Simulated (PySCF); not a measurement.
C3H9O (charge +1).
Structure used (PBE0-D3(BJ)/def2-SVP), in Å, numbered top down from 1:
```
atom  x, y, z in Å
C1    -1.0742   -0.6906   -0.6321
O2     0.0975    0.1144   -0.3015
C3     1.2688   -0.6400    0.1363
C4    -0.1759    1.3352    0.4495
H5    -1.4809   -1.1336    0.2879
H6    -1.7928   -0.0167   -1.1103
H7    -0.7389   -1.4569   -1.3388
H8     1.4491   -1.4078   -0.6234
H9     1.0676   -1.0809    1.1229
H10    2.1032    0.0685    0.1709
H11   -0.5213    1.0706    1.4590
H12    0.7601    1.9027    0.4771
H13   -0.9405    1.8840   -0.1110
```

Level of theory: core-valence-separated Tamm–Dancoff BHandHLYP/aug-pcX-1 (pcseg-1 on H) in PySCF, non-relativistic, gas phase, PBE0-D3(BJ)/def2-SVP geometry. Absolute energies from this functional tend to lie a few eV below measured edges; no shift was applied.

Question: List the carbon K-edge absorption lines.

Answer: 
| E (eV) | f | core hole on | main final orbital |
| --- | --- | --- | --- |
| 285.65 | 0.2102 | C1/C3/C4 | LUMO (3 roots, f summed) |
| 288.51 | 0.0035 | C1/C3/C4 | LUMO+1 (3 roots, f summed) |
| 288.84 | 0.1280 | C1/C3/C4 | spread (3 roots, f summed) |
| 289.03 | 0.1348 | C1/C3/C4 | LUMO+4 (3 roots, f summed) |
| 290.22 | 0.0217 | C1/C3/C4 | spread (3 roots, f summed) |

The first line with a tenth or more of the strongest one's intensity is at 285.65 eV (f = 0.210, sum of 3), with the hole on C1/C3/C4 (O-methyl carbon). It is also the strongest listed.

Question: List the oxygen K-edge absorption lines.

Answer: 
| E (eV) | f | core hole on | main final orbital |
| --- | --- | --- | --- |
| 535.61 | 0.0058 | O2 | LUMO (62 %) |
| 536.58 | 0.1167 | O2 | LUMO+16/LUMO+17 (2 roots, f summed) |
| 538.20 | 0.0033 | O2 | LUMO+1 (55 %) |
| 539.53 | 0.0001 | O2 | LUMO+2/LUMO+3 (2 roots, f summed) |
| 539.56 | 0.0000 | O2 | LUMO+4 (94 %) |

The first line with a tenth or more of the strongest one's intensity is at 536.58 eV (f = 0.117, sum of 2), with the hole on O2 (oxonium oxygen). It is also the strongest listed.

Roots within 0.03 eV whose holes lie on the same, on equivalent or on shared atoms are summed into one line, and the highest roots are left out, as the search may have cut off their partners. Final orbitals are the ground state's empty Kohn–Sham orbitals.

Question: What is the summed oscillator strength of the listed C K lines, and their intensity-weighted mean energy?

Answer: Σf = 0.498 over 5 lines from 285.65 to 290.22 eV; the weighted mean is 287.60 eV. The strongest line holds 42 % of the sum.

The ionisation thresholds weren't computed; near and above them a finite basis only mimics Rydberg series and continuum.
